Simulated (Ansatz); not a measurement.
Born–Oppenheimer molecular dynamics of CH$_{6}$BN (9 atoms, charge 0, multiplicity 1). It goes on from the last frame of an earlier run, with new velocities.

All numbers below come from Ansatz, RKS BHLYP-D4/def2-TZVP.

```yaml
ensemble: NVE (velocity Verlet)
time_step: 0.5 fs
steps_asked: 150
starting_velocities_drawn_for: 300 K
seed: 853703
```

First frame:

```xyz
9
Properties=species:S:1:pos:R:3
B -0.056 -0.080 0.036
N -0.002 0.065 1.440
H -0.869 -0.064 1.923
H 0.776 -0.053 1.968
H 1.026 -0.185 -0.566
C -1.362 0.018 -0.708
H -1.566 -0.990 -1.072
H -2.144 0.368 -0.052
H -1.198 0.690 -1.598
```

Task: How far do the bonds stretch over the last three quarters of this one trajectory? (Pairs bonded in most of those frames.)

Result: 
```csv
bond,mean (Å),spread (Å),shortest,longest
B1–N2,1.393,0.021,1.36,1.43
B1–H5,1.196,0.030,1.15,1.24
B1–C6,1.571,0.035,1.51,1.63
N2–H3,1.000,0.015,0.97,1.03
N2–H4,1.002,0.033,0.95,1.05
C6–H7,1.088,0.005,1.08,1.10
C6–H8,1.088,0.013,1.06,1.11
C6–H9,1.097,0.034,1.04,1.15
```

Mean temperature of the second half: 313 K. The conserved energy stayed within 0.34 meV per atom of its start (net change -0.089 meV per atom), so the integration is sound. A run of 0.075 ps of so small a system gives no equilibrium averages.

Time of the run: 2.1 min on 4 threads of Arm Neoverse V2, on a shared host, peak memory 0.22 GiB.
